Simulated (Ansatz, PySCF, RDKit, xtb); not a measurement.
**Solving C2H5N+, step by step**

Only the formula C2H5N+ is given (charge +1, odd number of electrons). Aim: find the structure of lowest free energy at 298.15 K, then its properties.

The funnel: GFN2-xTB relaxations, single points with a density functional, relaxations at BLYP-D3(BJ)/def2-SVP, harmonic vibrations, and a last energy at a higher level. All values are calculated.

3 further runs of the same task are left out: 3 set aside as unsound or not needed.

**1. Possible bonding patterns**

All bonding patterns within simple valence rules are listed by program: one Lewis structure each, at most two rings and one unusual centre or charged pair. O–O, O–halogen and N–halogen bonds and N–N–N chains are not drawn. That gives 11 candidates.

| label | SMILES | spin |
| --- | --- | --- |
| c119 | [CH]1C[NH2+]1 | doublet |
| c210 | [CH2]C=[NH2+] | doublet |
| c214 | C=[C][NH3+] | doublet |
| c243 | [CH2+][N]C | doublet |
| c317 | [CH2+]C[NH] | doublet |
| c454 | C[C]=[NH2+] | doublet |
| c667 | C[CH+][NH] | doublet |
| c886 | [CH]=C[NH3+] | doublet |
| c895 | [CH]=[NH+]C | doublet |
| c953 | [CH][NH2+][CH2] | doublet |
| c964 | [CH2][NH+]=C | doublet |

Candidates are built by distance geometry, with a force field where one applies, in up to four conformers (letters a to d).

**Question.** With final energies at CCSD(T)/def2-SVP + MP2/def2-TZVPP - MP2/def2-SVP, which structure will this search put lowest in free energy, and by what margin?

| quantity | value |
| --- | --- |
| lowest structure found | [CH2]C=[NH2+], doublet, Cs |
| next finalist | [CH2][NH+]=C, doublet, 12.5 kcal/mol higher in G |
| share at equilibrium, among the finalists | 100.0 % |
| harmonic wavenumbers, lowest and highest (BLYP-D3(BJ)/def2-SVP) | 440 and 3495 cm⁻¹ |
| rotational constants, same geometry | 1.797, 0.3369, 0.2837 cm⁻¹ |
| HOMO energy (highest over α and β) (PBE0/def2-TZVPD) | -13.94 eV |
| LUMO energy (lowest over α and β) (PBE0/def2-TZVPD) | -9.92 eV |
| lowest excitation (TD-PBE0/def2-SVPD) | 4.73 eV (f = 0.017) |
| strongest of the states computed, same level | 6.40 eV (f = 0.337) |
| vertical ionisation energy (to the singlet ion of charge +2) | 16.51 eV |
| vertical recombination energy (electron added) | 7.68 eV |
| vertical quartet less doublet | +6.97 eV |

The search ends on `[CH2]C=[NH2+]`. Among the finalists first place is clear (12.5 kcal/mol); structures outside the list aren't covered. GFN2-xTB, HF/STO-3G, r2SCAN-D4/def2-SVP, BLYP-D3(BJ)/def2-SVP, HF/def2-SVP and MP2/def2-SVP already put its bonding pattern lowest among the structures in one piece. The stability test raises a flag; for an open shell a flag towards a general spinor solution can be the free rotation of the spin. Lowest found is not proven lowest: the search is finite, and each finalist counts with one conformer. Patterns outside the rules of the enumeration were met only by chance.
